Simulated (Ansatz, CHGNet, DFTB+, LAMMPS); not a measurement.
## How well does each level of theory give the lattice parameter a of hcp Ru?

Reference value: 2.706 Å (measured, 293 K, no zero-point or thermal correction, our sources range from 2.700 to 2.706; as tabulated in Wikipedia's data pages).

```json
[
 {"level (code)": "Lennard-Jones uff-vdw (LAMMPS)", "value (Å)": "2.879", "difference (%)": "+6.39"},
 {"level (code)": "GFN1-xTB as cut by DFTB+", "value (Å)": "2.744", "difference (%)": "+1.40"},
 {"level (code)": "CHGNet-r²SCAN", "value (Å)": "2.712", "difference (%)": "+0.22"},
 {"level (code)": "LDA (Ansatz)", "value (Å)": "2.676", "difference (%)": "-1.11"},
 {"level (code)": "PBE (Ansatz)", "value (Å)": "2.722", "difference (%)": "+0.59"},
 {"level (code)": "PBE-D3(BJ) (Ansatz)", "value (Å)": "2.699", "difference (%)": "-0.26"},
 {"level (code)": "PBE-D4 (Ansatz)", "value (Å)": "2.705", "difference (%)": "-0.04"},
 {"level (code)": "r²SCAN (Ansatz)", "value (Å)": "2.704", "difference (%)": "-0.07"},
 {"level (code)": "r²SCAN-D4 (Ansatz)", "value (Å)": "2.699", "difference (%)": "-0.26"},
 {"level (code)": "B3LYP (VWN-RPA form) (Ansatz)", "value (Å)": "2.722", "difference (%)": "+0.59"},
 {"level (code)": "r²SCANh (Ansatz)", "value (Å)": "2.688", "difference (%)": "-0.67"},
 {"level (code)": "Hartree–Fock (Ansatz)", "value (Å)": "2.672", "difference (%)": "-1.26"}
]
```

Leaving aside Lennard-Jones uff-vdw (doubt noted below): The reference is not for a static lattice or low temperature, so close values are not ranked against it. Off by more than 1.25 %, or 1.75 % on the side where a correction would as a rule narrow the miss (bounds picked here): GFN1-xTB as cut by DFTB+ (+1.40 %).

The reference isn't brought to a static lattice, while the calculations are for one, so the differences are not the levels' errors alone.  Lennard-Jones uff-vdw: this is a force field's van der Waals term alone, without bonds or charges. GFN1-xTB as cut by DFTB+: the method was fitted mainly to molecules. GFN1-xTB as cut by DFTB+: codes differ in how they cut the long-range tail of xTB's charge interaction in a crystal, so the value belongs to this code. Cutoffs and k meshes differ between the levels. Ansatz's density-functional and Hartree–Fock values are scalar-relativistic unless marked +SOC, with PAW data made under PBE.

Machine-learned potentials (CHGNet-r²SCAN) are trained on DFT data: a solid inside that data is no test of them.

Differences are worked out from the printed values.

Ansatz is an electronic-structure program.
